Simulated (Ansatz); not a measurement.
Input file for Ansatz (an electronic-structure program): R-CCSD(T)/cc-pVDZ on ClCH3Clts, charge -1. Charge -1.

Ansatz 0.2 input:
```yaml
crystal:
  periodic: [false, false, false]
  atoms:
    - {symbol: Cl, position_ang: [2.32258100, -0.00013200, 0.00014000]}
    - {symbol: C, position_ang: [-0.00008500, 0.00049100, -0.00050900]}
    - {symbol: H, position_ang: [0.00007700, -0.74429000, -0.76760500]}
    - {symbol: H, position_ang: [-0.00032000, -0.29144300, 1.02802100]}
    - {symbol: H, position_ang: [0.00008100, 1.03721800, -0.26195900]}
    - {symbol: Cl, position_ang: [-2.32254200, -0.00012900, 0.00013000]}
basis:
  gaussian:
    orbitals: cc-pVDZ
total_charge: -1
magnetization: {spin_polarized: false}
correlation: {method: ccsd_t, electrons: outside_noble_gas}
scf: {lower_state_search: off}
```

Problem. Give the final energy of this run.

Solution. -959.1297 hartree (reference determinant -958.6571, T1 diagnostic 0.017).
